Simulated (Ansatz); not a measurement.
Rock-salt NaF: polycrystal shear modulus by level of theory

No measured value is used here.

Question: Put these levels in order of the polycrystal shear modulus that they give for rock-salt NaF, smallest first: B3LYP (VWN-RPA form) (Ansatz, a quantum-chemistry and plane-wave program), Hartree–Fock (Ansatz), LDA (Ansatz), PBE (Ansatz).

Answer: PBE (29.5 GPa), B3LYP (VWN-RPA form) (32.6 GPa), Hartree–Fock (35.0 GPa), LDA (37.5 GPa)

Unless a cell is named, each level is at its own relaxed cell (LDA 11.41, PBE 12.99, B3LYP (VWN-RPA form) 12.54, Hartree–Fock 12.33 Å³/atom).

Each level is taken at its own relaxed cell. K meshes differ between the levels. Ansatz's density-functional and Hartree–Fock values are scalar-relativistic unless marked +SOC, with PAW data made under PBE.
